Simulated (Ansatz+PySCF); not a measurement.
# singlet BH: levels of theory in one basis

```xyz
2

B     0.0000    0.0000   -0.2609
H     0.0000    0.0000    1.3045
```

Basis set: 6-31G (spherical functions). Correlated methods keep 1 orbital frozen. Charge 0, multiplicity 1.

Computed with Ansatz (development build ahead of 0.2.0); each method stands on the lowest determinant of its kind that the runs found.

```
                            method  E − E(RHF) (eV)  <S²> of the determinant
                               RHF             0.00                     0.00
                               UHF            -0.09                     0.35
                           UHF-MP2            -1.04                     0.35
                          RHF-CCSD            -1.90                        –
                          UHF-CCSD            -1.90                     0.35
                       RHF-CCSD(T)            -1.92                        –
full CI (lowest root of this spin)            -1.93                        –
```

**Question.** What does RHF-MP2 give on the same scale?

**Answer.** -1.15 eV.

At such a shape the full CI root can have another spatial symmetry than the determinants, so the rows needn't describe one state.

**Question.** Is a single determinant a sound starting point here?

**Answer.** Only with care. Unrestricted orbitals gain 0.09 eV and <S²> is 0.35 against 0.00 for a pure state, so spin symmetry breaks but gains little energy; restricted orbitals can still serve.

Caution for UHF, UHF-MP2, UHF-CCSD: the unrestricted determinant is spin contaminated. Caution for RHF-MP2, UHF-MP2, RHF-CCSD, UHF-CCSD, RHF-CCSD(T): bonds are stretched, where a single reference can fail. Caution for UHF-MP2: another reference gives a lower total.
